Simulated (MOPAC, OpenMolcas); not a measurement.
# How methods differ on CH5AlO (SMILES [CH3][AlH][OH])

The species is CH5AlO (8 atoms), meant as a singlet with charge 0. As SMILES, `[CH3][AlH][OH]`. The coordinates come from a PBE0-D4/def2-TZVP relaxation. This is one conformer, not always the lowest.

Each level gives the HOMO–LUMO gap (eV). The values are calculated.

| level | kind | program | value (eV) |
| --- | --- | --- | --- |
| MNDO | semi-empirical | MOPAC | 11.01 |
| HF/aug-cc-pVDZ | Hartree–Fock | OpenMolcas | 11.89 |
| SVWN5/aug-cc-pVDZ | LDA | OpenMolcas | 5.24 |
| BLYP/aug-cc-pVDZ | GGA | OpenMolcas | 5.36 |
| TPSS/aug-cc-pVDZ | meta-GGA | OpenMolcas | 5.70 |
| B3LYP/aug-cc-pVDZ | global hybrid | OpenMolcas | 6.97 |
| PBE0/aug-cc-pVDZ | global hybrid | OpenMolcas | 7.39 |
| B2PLYP/aug-cc-pVDZ | double hybrid | OpenMolcas | 9.32 |

The values span 5.24 to 11.89 eV. Orbital gaps aren't excitation energies, and those of double hybrids come from the SCF part alone; they tend to grow with the share of exact exchange.
